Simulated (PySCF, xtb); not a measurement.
hydrogen peroxide (H₂O₂), SMILES OO.

GFN2-xTB (xtb 6.7.1) at its own geometry gives an orbital gap of 7.58 eV and a dipole moment of 0.03 D.

Geometry optimised at PBE-D3(BJ)/def2-TZVP.

**Question.** What does PySCF with PBE0/def2-TZVPD give? (The exact figures need the calculation; the answer reports its results.)

**Answer.** gap 8.13 eV (levels -8.35 and -0.22 eV), dipole 1.71 D.
